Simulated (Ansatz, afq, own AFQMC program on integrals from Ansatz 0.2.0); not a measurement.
# Where AFQMC and coupled cluster stand for CH3S, doublet

```xyz
5

C    -0.2013    0.7980   -0.5211
S     1.0012   -0.4807   -0.8622
H     0.0718    1.6644   -1.1501
H    -1.2219    0.4962   -0.8005
H    -0.1712    1.1295    0.5278
```

Connectivity, by distances: CH3–S.

Basis def2-TZVP. Only valence electrons are correlated. Ansatz 0.2.0 and our own AFQMC program on the same integrals; the CISD trial comes from CCSD amplitudes, and released means the phaseless constraint is let go. Uncertainties: one standard error, sampling alone.

Determinant: UHF, the one that the program's search chose, which needn't be the lowest solution. The geometry is a PBE0/def2-SVP stationary point of this or a neighbouring charge and spin state.

No full CI on the walks' own integrals is used here; CCSDT(Q) serves as the reference and is uncertain by about the last step of the cluster series.

Cautions: the released energies are still falling, so no released level is given (meV from the phaseless value at times in 1/Eh: -8 ± 3 at 0.24, -10 ± 3 at 0.50, -13 ± 5 at 1.00, -20 ± 6 at 1.50), though the last usable value meets CCSDT(Q) within the noise.

* T1 diagnostic: 0.0123
* weight of the determinant in the CISD state: 0.865
* ⟨S²⟩ of the determinant: 0.765
* size of the correlated space: 13 electrons in 80 orbitals

Reference: CCSDT(Q), correlation energy -9.969 eV.

```csv
level,E − E(reference) (kJ/mol),share of correlation (%)
HF,961.9,0.00
MP2,135.8,85.88
CCSD,39.9,95.85
CCSD(T),4.3,99.56
CCSDT,1.5,99.84
ph-AFQMC/HF,4.5 ± 1.6,99.53
ph-AFQMC/CISD,1.4 ± 0.4,99.86
```
